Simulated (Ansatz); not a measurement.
# Worked example: the enthalpy of formation of C4H6 (1,2-butadiene)

The species is C4H6 (10 atoms), meant as a singlet with charge 0. As SMILES, `C=C=CC`. The coordinates come from a PBE0-D4/def2-TZVP relaxation.

Total energies at PBE0/cc-pVDZ (Ansatz 0.2.0); the atoms run unrestricted:

```tsv
species	state	energy (Eh)
C4H6	singlet	-155.782987
C	triplet	-37.799013
H	doublet	-0.500290
```

Harmonic wavenumbers at PBE0-D4/def2-TZVP, in cm⁻¹: 171, 210, 344, 543, 577, 876, 891, 898, 1015, 1057, 1093, 1159, 1359, 1400, 1467, 1475, 1501, 2077, 3044, 3101, 3136, 3139, 3153, 3215.

Measured heats of formation of the gaseous atoms at 298.15 K, in kJ/mol: C 716.9, H 218.0. Spin-orbit lowering of the atoms at 298 K (mean of the ground term's levels less their thermal mean, from spectra), in kJ/mol: C 0.02. Take 1 Eh = 2625.50 kJ/mol, 1 cm⁻¹ = 0.0119627 kJ/mol, RT = 2.479 kJ/mol.

Task: What heat of formation follows?

Result: 
1. Electronic atomisation energy: 4 × (-37.799013) + 6 × (-0.500290) − (-155.782987) = 1.585195 Eh = 4161.9 kJ/mol.
2. Zero-point energy: half the sum of the wavenumbers, 18450.5 cm⁻¹ = 220.7 kJ/mol.
3. Thermal vibrational enthalpy, Σ hcν̃/(exp(hcν̃/kT) − 1): 5.8 kJ/mol. Translation, rotation and pV of a non-linear molecule: 4 RT = 9.9 kJ/mol.
4. The 10 free atoms carry 5/2 RT each: 62.0 kJ/mol.
5. Spin-orbit coupling lowers the free atoms by 4 × 0.02 = 0.1 kJ/mol.
6. Atomisation enthalpy at 298 K: 4161.9 − 0.1 − 220.7 − 5.8 − 9.9 + 62.0 = 3987.4 kJ/mol.
7. Sum of the atoms' heats of formation: 4175.6 kJ/mol. Heat of formation: 4175.6 − 3987.4 = +188.2 kJ/mol.

The tabulated value is +162.3 kJ/mol (CRC Handbook of Chemistry and Physics), so this level is off by +25.9 kJ/mol, or 0.6 % of the atomisation enthalpy that the table implies (4013.2 kJ/mol). Anharmonicity and any spin-orbit splitting of the molecule are left out.
